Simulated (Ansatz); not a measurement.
in.yaml

```yaml
crystal:
  periodic: [false, false, false]
  atoms:
    - {symbol: Ge, position_ang: [0.000000, 0.014250, 0.329308]}
    - {symbol: N, position_ang: [0.000000, -0.126443, -1.555498]}
    - {symbol: H, position_ang: [0.000000, 0.730143, -2.116709]}
basis:
  gaussian: {orbitals: cc-pVDZ}
magnetization: {spin_polarized: false, initial_magnetization: 2}
correlation: {method: ccsdtq, electrons: outside_noble_gas}
```

```sh
$ ansatz run in.yaml --threads 2 --pin off --events-out ev --progress --plain --max-ram 24576MiB --backend cuda --devices 0, --max-vram 18GiB
```

Log:

```
884 factors; integrals over basis functions are off by at most 2.2e-7 eV
mean field evaluation 1: about -57964.2529 eV, gradient 2.6e1 eV
mean field evaluation 2: about -57964.2820 eV, gradient 2.6e1 eV
mean field evaluation 4: about -57967.1339 eV, gradient 3.0e0 eV
mean field evaluation 8: about -57967.4584 eV, gradient 8.8e-1 eV
mean field evaluation 16: about -57967.4801 eV, gradient 1.3e-6 eV
mean field evaluation 32: about -57964.2557 eV, gradient 2.6e1 eV
mean field evaluation 64: about -57967.4801 eV, gradient 2.3e-6 eV
mean field evaluation 96: about -57966.8428 eV, gradient 1.4e0 eV
mean field evaluation 128: about -57967.2212 eV, gradient 5.9e0 eV
mean field evaluation 160: about -57966.9490 eV, gradient 7.6e-1 eV
...
cycle  10  -6.31789560 eV  change    1.2e-6 eV  update   2.0e-6
cycle  11  -6.31789448 eV  change    1.1e-6 eV  update   1.9e-6
cycle  12  -6.31789300 eV  change    1.5e-6 eV  update   1.8e-6
cycle  13  -6.31789269 eV  change    3.2e-7 eV  update   1.7e-6
cycle  14  -6.31789141 eV  change    1.3e-6 eV  update   1.5e-6
cycle  15  -6.31789004 eV  change    1.4e-6 eV  update   1.4e-6
cycle  16  -6.31788844 eV  change    1.6e-6 eV  update   1.1e-6
cycle  17  -6.31788791 eV  change    5.3e-7 eV  update   8.3e-7
cycle  18  -6.31788712 eV  change    7.9e-7 eV  update   6.9e-7
cycle  19  -6.31788721 eV  change   -9.0e-8 eV  update   5.8e-7
WARN: the results are in doubt because among natural orbitals the method converges to other amplitudes
Total energy: -57974.10635993 eV, -2130.5091124669 hartree
In doubt: among natural orbitals the method converges to other amplitudes
```

Ran on 2 threads of AMD EPYC 7R13 with a shared H100 80 GB, shared host: 3.1 min wall, 1.2 GiB peak host memory.
